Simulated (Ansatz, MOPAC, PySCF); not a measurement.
Stepwise substitution at one centre (Si SH-H). All species are isolated molecules in the gas phase. One relaxed conformer stands for each flexible species; it need not be the lowest. Strings in code marks are SMILES.

Quantity: redistribution energy (mixed species minus the weighted end members), in kcal/mol. Semi-empirical values (MOPAC) are differences of heats of formation.

Level 1: SVWN5/6-31G* // PBE0-D3(BJ)/def2-TZVP (PySCF)
Level 2: HF/6-31G* // PBE0-D3(BJ)/def2-TZVP (PySCF)
Level 3: HF/cc-pVTZ // PBE0-D3(BJ)/def2-TZVP (Ansatz, an electronic-structure program)
Level 4: PM6 // PBE0-D3(BJ)/def2-TZVP (MOPAC)

```csv
species,level 1,level 2,level 3,level 4
3 of 4 SH replaced by H: `[SiH3]S`,3.00,0.25,(withheld),1.39
"2 of 4 SH replaced by H: `S[SiH2]S` (H–S–Si–S torsion 56°, S–Si–S–H torsion 56°)",1.89,(withheld),-0.74,(withheld)
1 of 4 SH replaced by H: `S[SiH](S)S`,3.16,0.42,-0.12,1.44
```

Problem. Complete the blanks.

Solution. 
- 3 of 4 SH replaced by H: `[SiH3]S`, level 3: 0.24
- 2 of 4 SH replaced by H: `S[SiH2]S` (H–S–Si–S torsion 56°, S–Si–S–H torsion 56°), level 2: -0.85
- 2 of 4 SH replaced by H: `S[SiH2]S` (H–S–Si–S torsion 56°, S–Si–S–H torsion 56°), level 4: -0.22
